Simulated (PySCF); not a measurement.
**Mayer bond orders and bond lengths**

Species: C₄H₉OP.
SMILES with atom numbers: `[CH2:1]=[CH:2][CH2:3][P@H:4]([CH3:5])=[O:6]` (hydrogens: H7, H8 on C1; H9 on C2; H10, H11 on C3; H12 on P4; H13, H14, H15 on C5)

Cartesian coordinates in Å at the GFN2-xTB level; atoms count from 1:
```
atom  x, y, z in Å
C1    -2.0172    0.3017   -0.9592
C2    -1.4762   -0.0094    0.2044
C3    -0.4389   -1.0578    0.3922
P4     1.1922   -0.3582    0.8654
C5     1.6378    0.8490   -0.4256
O6     2.2155   -1.3731    1.1254
H7    -2.7578    1.0768   -1.0549
H8    -1.7426   -0.2106   -1.8671
H9    -1.7681    0.5193    1.1027
H10   -0.2726   -1.6386   -0.5202
H11   -0.7081   -1.7520    1.1947
H12    0.8953    0.4421    1.9706
H13    2.5514    1.3536   -0.1170
H14    0.8446    1.5709   -0.5918
H15    1.8401    0.2944   -1.3416
```

Bond orders from the PBE0/pcSseg-1 density (PySCF). One conformer (not necessarily the lowest) at the GFN2-xTB geometry, without solvent, vibrations or thermal averaging.

Question: Where do the orders between heavy atoms depart from those drawn in the SMILES?

Answer: The largest departure is 0.163, at P4–O6 (drawn double, 1.837).

Question: Set the Mayer orders of the bonds beside their lengths.

Answer: 
```
  bond  drawn as  length (Å)  Mayer order
 C1–C2    double       1.320        1.967
 C2–C3    single       1.487        1.008
 C3–P4    single       1.837        0.894
 P4–C5    single       1.823        0.948
 P4–O6    double       1.464        1.837
 C1–H7    single       1.076        0.954
 C1–H8    single       1.078        0.956
 C2–H9    single       1.082        0.955
C3–H10    single       1.094        0.938
C3–H11    single       1.095        0.928
P4–H12    single       1.397        0.875
C5–H13    single       1.088        0.951
C5–H14    single       1.085        0.934
C5–H15    single       1.090        0.947
```

Bonds between the same two heavy elements. C–C: lowest C2–C3 (1.008, 1.487 Å), highest C1–C2 (1.967, 1.320 Å). C–P: lowest C3–P4 (0.894, 1.837 Å), highest P4–C5 (0.948, 1.823 Å).

Question: Sum the orders of all bonds at each heavy atom with more than one neighbour and set the sums beside the valence in the SMILES.

Answer: C1 3.877 (drawn 4), C2 3.930 (drawn 4), C3 3.768 (drawn 4), P4 4.554 (drawn 5), C5 3.780 (drawn 4). Orders between atoms that aren't bonded are not in these sums.

Mayer orders depend on the basis set.

The run behind these numbers computed NMR shieldings as well. Hardware: an Arm Neoverse V2 with one thread, no GPU, on a shared host. Cost: 18 s (with the writing of density and orbital grids).
